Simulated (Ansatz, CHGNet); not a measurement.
Elastic constant C33 (GPa) of solids drawn from the class of oxides, at two levels: the machine-learned potential CHGNet 0.3.0 (trained on PBE and PBE+U data), and r²SCAN in Ansatz (plane waves, PAW).

| solid | CHGNet 0.3.0 | r²SCAN | shift (%) |
|---|---|---|---|
| A-type hexagonal La2O3 | 130 | 134 | +3.1 |
| rutile TiO2 | 395 | 517 | +31 |
| rutile SnO2 | 294 | 438 | +49 |
| stishovite (SiO2) | 519 | 766 | +48 |
| corundum Ga2O3 (metastable phase) | 242 | 377 | +56 |
| anatase TiO2 (metastable phase) | 163 | 209 | +28 |

The shifts run from +3.1 % to +56 %, with a median of +39 %.

Over all 6 rows r²SCAN is the larger in 6.

Ansatz's runs of these crystals have no spin polarisation.

Spin–orbit coupling is left out, also for the solids with elements from indium on (A-type hexagonal La2O3, rutile SnO2); its size isn't shown.

Each level is taken at its own relaxed cell. Ansatz's density-functional and Hartree–Fock values are scalar-relativistic unless marked +SOC, with PAW data made under PBE.

Ansatz is a quantum-chemistry and plane-wave program.
